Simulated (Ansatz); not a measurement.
**BF₂+ (quintet): wave-function methods side by side, def2-TZVPP**

The task here is to estimate one member of a computed series from the others.

The runs use Ansatz 0.2.0, Gaussian basis; def2-TZVPP, core rule «outside noble gas», up to 3 orbitals frozen.

Plan: UHF; ROHF; CCSD(T) on UHF.

## The system

The geometry is a PBE0/def2-TZVP stationary point (not a proven minimum) of the parent state, kept for this charge and spin.

3 atoms, charge 1, spin multiplicity 5.

Atoms are counted from 1 here; the program's logs count them from 0.

Bond lengths: B1–F2 1.470 Å, B1–F3 1.470 Å. Angles: F2–B1–F3 82.4°.

Set-up of the first run:

Input file in.yaml:

```yaml
crystal:
  periodic: [false, false, false]
  atoms:
    - {symbol: B, position_ang: [0.000000, -0.860948, 0.000000]}
    - {symbol: F, position_ang: [0.000000, 0.244960, -0.967951]}
    - {symbol: F, position_ang: [0.000000, 0.244960, 0.967951]}
basis:
  gaussian: {orbitals: def2-TZVPP}
total_charge: 1
magnetization: {spin_polarized: true, initial_magnetization: 4}
hamiltonian: {xc: hf}
output: {orbitals: {seedname: orbitals}}
```

Command:

```
> ansatz run in.yaml --threads 1 --pin off --events-out ev --progress --plain --max-ram 4096MiB --backend cpu
```

Steps of the session up to this table: UHF; ROHF; CCSD(T) on UHF.

One of the session's tables, all rows but one given; the rest of the session is left out.

```
  method  from UCCSD(T) (kcal/mol)
    ROHF                   +300.06
     UHF                   +293.21
    UMP2                         ?
   UCCSD                     +7.09
UCCSD(T)                         0
```

**Question.** Estimate the row for UMP2.

The run gave: from UCCSD(T) (kcal/mol): +26.80. In the column «from UCCSD(T) (kcal/mol)» it lies between UCCSD (+7.09) and UHF (+293.21).
